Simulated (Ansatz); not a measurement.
The same path of C₂H₂O₂ (6 atoms, charge 0, multiplicity 1) was run 3 times with different band settings. Lost on the way: C2–H5. Made: O1–H5.

These are results of UKS LDA/def2-SVP in Ansatz 0.2.0, not measurements.

Relaxed end points:

```xyz
6
Properties=species:S:1:pos:R:3
O 1.145 -0.320 -1.270
C 0.529 0.312 -0.449
C -0.515 -0.333 0.434
O -1.131 0.298 1.254
H 0.664 1.422 -0.258
H -0.650 -1.443 0.242
```

```xyz
6
Properties=species:S:1:pos:R:3
O 1.219 0.510 -0.501
C -0.057 0.364 -0.496
C -0.656 -0.432 0.535
O -1.153 -0.055 1.581
H 1.487 1.047 -1.285
H -0.797 -1.498 0.119
```

Common settings: spring 5.0 eV/Å²; optimiser quadratic models (default); start path through a guess of the saddle point; iteration limit 60; end points relaxed.

| run | movable images | climbing image | force threshold |
| --- | --- | --- | --- |
| 1 | 5 | yes | 0.05 eV/Å |
| 2 | 8 | no | 0.05 eV/Å |
| 3 | 5 | yes | 0.2 eV/Å |

Task: What does each run give, and how far can it be trusted?

Result: Run 1: converged after 16 iterations, highest image 3.429 eV above the first end. Neighbouring images differ by up to 1.5 eV, so the band resolves the path poorly. A vibrational analysis at the climbing image gives one clearly imaginary mode, 1706i cm⁻¹: a first-order saddle point.
Run 2: converged after 15 iterations, highest image 3.264 eV above the first end. Neighbouring images differ by up to 1.6 eV, so the band resolves the path poorly. No image climbed, so the highest image needn't sit at the top of the path.
Run 3: converged after 13 iterations, highest image 3.430 eV above the first end. The threshold of 0.2 eV/Å is loose, so the images may lie well off the minimum-energy path. Neighbouring images differ by up to 1.5 eV, so the band resolves the path poorly. Another band between the same ends (5 images) ends at a top of the same energy, where a vibrational analysis finds 1 clearly imaginary mode.
The orbitals stay closed-shell, which can raise the energy where a bond breaks towards radicals; this wasn't checked here.
